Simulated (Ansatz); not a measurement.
# Ligand exchange: SiH4 + PH3 → SiH3(PH2) + H2

Species: SiH4 (silane) `[SiH4]`, singlet; PH3 `P`, singlet; SiH3(PH2), singlet; H2 (hydrogen), singlet. The partners trade H for PH2: Si–H and H–PH2 bonds give way to Si–PH2 and H–H.

Shapes, held fixed at every level: PBE0-D4/def2-TZVP. Programs: Ansatz 0.2.0. The zero-point and thermal change to 298 K, harmonic and unscaled (PBE0-D4/def2-TZVP), is -5.3 kJ/mol.

```json
{"level": "HF/def2-SVP", "kind": "Hartree–Fock", "ΔH(298 K) (kJ/mol)": "+30.2", "less CCSD(T)/CBS estimate": "+35.0", "CPU time (sum over the molecules)": "–"}
{"level": "r2SCAN-D4/def2-TZVPP", "kind": "meta-GGA", "ΔH(298 K) (kJ/mol)": "-9.5", "less CCSD(T)/CBS estimate": "-4.7", "CPU time (sum over the molecules)": "14 s"}
{"level": "B3LYP-D4/def2-TZVPP", "kind": "global hybrid", "ΔH(298 K) (kJ/mol)": "-1.6", "less CCSD(T)/CBS estimate": "+3.2", "CPU time (sum over the molecules)": "12 s"}
{"level": "PBE0-D4/def2-TZVPP", "kind": "global hybrid", "ΔH(298 K) (kJ/mol)": "-9.2", "less CCSD(T)/CBS estimate": "-4.4", "CPU time (sum over the molecules)": "6.5 s"}
{"level": "B2PLYP/def2-TZVPP", "kind": "double hybrid", "ΔH(298 K) (kJ/mol)": "+2.8", "less CCSD(T)/CBS estimate": "+7.6", "CPU time (sum over the molecules)": "12 s"}
{"level": "CCSD(T)/def2-SVP", "kind": "coupled cluster or CI", "ΔH(298 K) (kJ/mol)": "+14.7", "less CCSD(T)/CBS estimate": "+19.5", "CPU time (sum over the molecules)": "3.1 s"}
{"level": "CCSD/def2-TZVPP", "kind": "coupled cluster or CI", "ΔH(298 K) (kJ/mol)": "+5.5", "less CCSD(T)/CBS estimate": "+10.3", "CPU time (sum over the molecules)": "–"}
{"level": "CCSD(T)/CBS estimate", "kind": "coupled cluster or CI", "ΔH(298 K) (kJ/mol)": "-4.8", "less CCSD(T)/CBS estimate": "0.0", "CPU time (sum over the molecules)": "1.8 min"}
```

The highest level, CCSD(T)/CBS estimate, gives ΔH(298 K) = -4.8 kJ/mol; the levels span -9.5 to +30.2. They disagree on the sign: 4 of 8 are positive. The column of differences is taken from that level and isn't an error. No measured value is set beside it here. The CBS estimate extrapolates MP2 from def2-TZVPP and def2-QZVPP and adds CCSD(T) − MP2 in the triple-zeta set, cores frozen; for H2 it overshoots the exact energy by about 1 mEh. Times are processor times on shared x86 and Arm servers, and rough.
